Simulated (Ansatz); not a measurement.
Ansatz (a program for electronic structure) input (B3LYP/aug-cc-pVQZ):

Ansatz 0.2 input:
```yaml
crystal:
  periodic: [false, false, false]
  atoms:
    - {symbol: C, position_ang: [0.00171763, -0.00263817, 0.32505308]}
    - {symbol: F, position_ang: [-0.01708335, 1.26042782, -0.06192073]}
    - {symbol: F, position_ang: [1.09904525, -0.61482395, -0.08303830]}
    - {symbol: F, position_ang: [-1.08310698, -0.64384509, -0.07174301]}
basis:
  gaussian:
    orbitals: aug-cc-pVQZ
hamiltonian:
  xc: {name: B3LYP}
magnetization: {spin_polarized: true, initial_magnetization: 1}
```

Output:

```
Functional definition: B3LYP
integrals: 0.21 GiB planned
889 factors; their error is unknown
mean field: 2.60 GiB planned
mean field evaluation 1: about -9188.3285 eV, gradient 2.7e1 eV
mean field evaluation 2: about -9186.2887 eV, gradient 3.9e1 eV
mean field evaluation 4: about -9190.0883 eV, gradient 7.3e-1 eV
mean field evaluation 8: about -9190.0823 eV, gradient 2.2e-1 eV
mean field evaluation 16: about -9190.0824 eV, gradient 1.2e-5 eV
mean field -9190.08235844 eV, -337.7292974111 hartree, gradient 1.2e-5 eV, S^2 0.751765; 0 other end points of the search recorded, 0 dependent functions left out
reference -9190.08258958 eV, -337.7293059052 hartree; 17, 16 occupied and 303, 304 virtual orbitals, 889 factors
Total energy: -9190.08258958 eV, -337.7293059052 hartree
```
